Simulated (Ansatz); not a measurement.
# C5H9N: ionisation energy by level of theory

How much energy removes an electron from C5H9N at fixed geometry? The cation is run at each level and the neutral's energy taken from earlier runs.

The runs use Ansatz 0.2.0, Gaussian basis; unrestricted cation, the program's frozen cores in correlated methods.

Levels to be run: UKS PBE-D4/def2-TZVPP; UKS r2SCAN-D4/def2-TZVPP; UKS PBE0-D4/def2-TZVPP; UKS B3LYP-D4/def2-TZVPP; UKS wB97X-V/def2-TZVPP; UKS wB97M-V/def2-TZVPP; UKS B2PLYP/def2-TZVPP; UHF-CCSD(T)/def2-TZVPP; UHF-MP2/def2-QZVPP; extrapolation to the limit; then −ε(HOMO) from the neutral's earlier runs with LDA (SPW92), PBE-D4, revPBE-D4, BLYP-D4, r2SCAN-D4, B97M-V, PBE0-D4, B3LYP-D4, r2SCANh-D4, r2SCAN0-D4, HSE06-D4, BHLYP-D4, CAM-B3LYP-D4, LC-ωPBE, ωB97X-V, ωB97M-V.

## Step 1: The relaxed structure

All runs share one geometry, relaxed beforehand with PBE0-D4 in a triple-zeta def2 set.

SMILES `CC(C)(C)C#N`, 15 atoms, charge 0, spin multiplicity 1.

Atoms are counted from 1 here; the program's logs count them from 0.

Bond lengths: C1–C2 1.531 Å, C1–H7 1.092 Å, C1–H8 1.091 Å, C1–H9 1.091 Å, C2–C3 1.531 Å, C2–C4 1.531 Å, C2–C5 1.466 Å, C3–H10 1.091 Å, C3–H11 1.092 Å, C3–H12 1.091 Å, C4–H13 1.091 Å, C4–H14 1.092 Å, C4–H15 1.091 Å, C5–N6 1.150 Å. Angles: C2–C1–H7 109.2°, C2–C1–H8 111.1°, C2–C1–H9 111.1°, H7–C1–H8 108.5°, H7–C1–H9 108.5°, H8–C1–H9 108.4°, C1–C2–C3 110.4°, C1–C2–C4 110.4°, C1–C2–C5 108.6°, C3–C2–C4 110.4°, C3–C2–C5 108.6°, C4–C2–C5 108.6°, C2–C3–H10 111.1°, C2–C3–H11 109.2°, C2–C3–H12 111.1°, H10–C3–H11 108.5°, H10–C3–H12 108.4°, H11–C3–H12 108.5° and more.

Coordinates:

```xyz
15
C5H9N
C    -0.5718   -0.5610    1.2494
C    -0.0594    0.1826    0.0129
C     1.4707    0.1504   -0.0323
C    -0.6432   -0.4351   -1.2606
C    -0.4945    1.5805    0.0955
N    -0.8356    2.6769    0.1607
H    -0.2538   -1.6049    1.1993
H    -1.6615   -0.5333    1.3006
H    -0.1732   -0.1214    2.1651
H     1.8492    0.6892   -0.9025
H     1.8073   -0.8871   -0.0939
H     1.8996    0.6008    0.8643
H    -0.2967    0.0954   -2.1489
H    -0.3250   -1.4777   -1.3336
H    -1.7340   -0.4064   -1.2466
```

## Step 2: Cation, UKS PBE-D4/def2-TZVPP

Input file in.yaml:

```yaml
crystal:
  periodic: [false, false, false]
  atoms:
    - {symbol: C, position_ang: [-0.571816, -0.560970, 1.249363]}
    - {symbol: C, position_ang: [-0.059400, 0.182614, 0.012921]}
    - {symbol: C, position_ang: [1.470704, 0.150433, -0.032341]}
    - {symbol: C, position_ang: [-0.643240, -0.435132, -1.260584]}
    - {symbol: C, position_ang: [-0.494520, 1.580505, 0.095504]}
    - {symbol: N, position_ang: [-0.835630, 2.676936, 0.160660]}
    - {symbol: H, position_ang: [-0.253763, -1.604916, 1.199253]}
    - {symbol: H, position_ang: [-1.661450, -0.533278, 1.300621]}
    - {symbol: H, position_ang: [-0.173236, -0.121366, 2.165103]}
    - {symbol: H, position_ang: [1.849182, 0.689209, -0.902499]}
    - {symbol: H, position_ang: [1.807281, -0.887072, -0.093901]}
    - {symbol: H, position_ang: [1.899648, 0.600791, 0.864255]}
    - {symbol: H, position_ang: [-0.296654, 0.095415, -2.148894]}
    - {symbol: H, position_ang: [-0.325039, -1.477684, -1.333553]}
    - {symbol: H, position_ang: [-1.733965, -0.406386, -1.246606]}
basis:
  gaussian: {orbitals: def2-TZVPP}
total_charge: 1
magnetization: {spin_polarized: true, initial_magnetization: 1}
hamiltonian: {xc: pbe, dispersion: d4}
```

Started as:

```sh
> ansatz run in.yaml --threads 2 --pin off --events-out ev --progress --plain --max-ram 32768MiB --backend cuda --devices 0, --max-vram 18GiB
```

Further steps of the session: Cation, UKS r2SCAN-D4/def2-TZVPP; Cation, UKS PBE0-D4/def2-TZVPP; Cation, UKS B3LYP-D4/def2-TZVPP; Cation, UKS wB97X-V/def2-TZVPP; Cation, UKS wB97M-V/def2-TZVPP; Cation, UKS B2PLYP (frozen core)/def2-TZVPP; Cation, UHF-CCSD(T)/def2-TZVPP; Cation, UHF-MP2/def2-QZVPP.

Before running them: what should the planned runs give, taken together? Wanted: ionisation energy, CCSD(T)/CBS; nearest functional by difference; nearest −ε(HOMO); −ε(HOMO) of PBE; T1 of the cation.

**Answer**, as computed:

```
                        quantity               value
  ionisation energy, CCSD(T)/CBS            11.92 eV
nearest functional by difference   B2PLYP (-0.32 eV)
                nearest −ε(HOMO)  LC-ωPBE (+0.12 eV)
                 −ε(HOMO) of PBE             7.84 eV
                T1 of the cation               0.042
```

**Reading.** Energy differences with functionals land within 0.92 eV of the reference. −ε(HOMO) of PBE misses by 4.1 eV, since self-interaction lifts the level. Among orbital estimates LC-ωPBE comes nearest. Hartree-Fock falls 1.50 eV short, as the neutral has more correlation energy than the cation. The cation's T1 (from the report) is 0.042, near the customary mark of 0.045 for open shells, so the coupled-cluster value is less safe.
